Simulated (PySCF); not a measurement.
# Working out the electron affinity of S

S⁻ [Ne] 3s2 3p5 (2P) → S [Ne] 3s2 3p4 (3P). Calculation: PySCF 2.14, in aug-cc-pwCVTZ; no relativity, point nucleus. Frozen: [Ne]. Energies in hartree (1 hartree = 27.21139 eV):

```tsv
part	S⁻ (lower)	S (upper)
UHF	-397.542749	-397.510159
CCSD correlation	-0.179775	-0.143867
(T)	-0.008454	-0.005337
```

Task: What does Hartree-Fock give?

Result: (-397.510159) − (-397.542749) = 0.032590 hartree = 0.887 eV.

Task: What do CCSD and CCSD(T) give?

Result: The CCSD correlation energies differ by 0.035908 hartree = 0.977 eV and the triples by 0.003117 hartree = 0.085 eV, so CCSD gives 1.864 eV and CCSD(T) 1.949 eV.

A first-order spin-orbit estimate adds -0.003 eV to CCSD(T) (valence), giving 1.946 eV against 2.077 eV (measured; photodetachment measurements, as compiled on the Wikipedia data page of electron affinities).

What remains against the reference includes basis incompleteness, the frozen core and higher excitations.
